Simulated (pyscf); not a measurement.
Single points on ωB97X-D3(BJ)/def2-SVP structures (PySCF, gas phase).

### Question
For the elementary gas-phase step H₃C–Be–CH₃ (SMILES [CH3][Be][CH3]) + H₂Se (SMILES [SeH2]) → H₃C–Be–SeH (SMILES [CH3][Be][SeH]) + CH₄ (SMILES C) (singlet surface; Be–C, H–Se broken, Be–Se, C–H formed), what barrier and reaction energy does ωB97M-D3(BJ)/def2-TZVP give, measured from the separated reactants?

### Answer
ΔE‡ = 0.52 eV, ΔE = -1.21 eV. Zero-point energy shifts the barrier by +0.03 eV. It is a four-centre exchange, with an imaginary mode of 1003i cm⁻¹. On the reactant side the descent ends in an adduct with a Be–Se contact, 0.25 eV under the separated species and 0.67 eV under the saddle at ωB97X-D3(BJ)/def2-TZVP. What is counted as formed (Be–Se) is already present as a longer contact in the reactant adduct; forming that adduct is a step of its own. At ωB97X-D3(BJ)/def2-TZVP the barrier from the zero used here is 0.41 eV. One saddle was located; it need not be the lowest between these sides. Elements up to Kr have no core potential and no relativistic terms here.
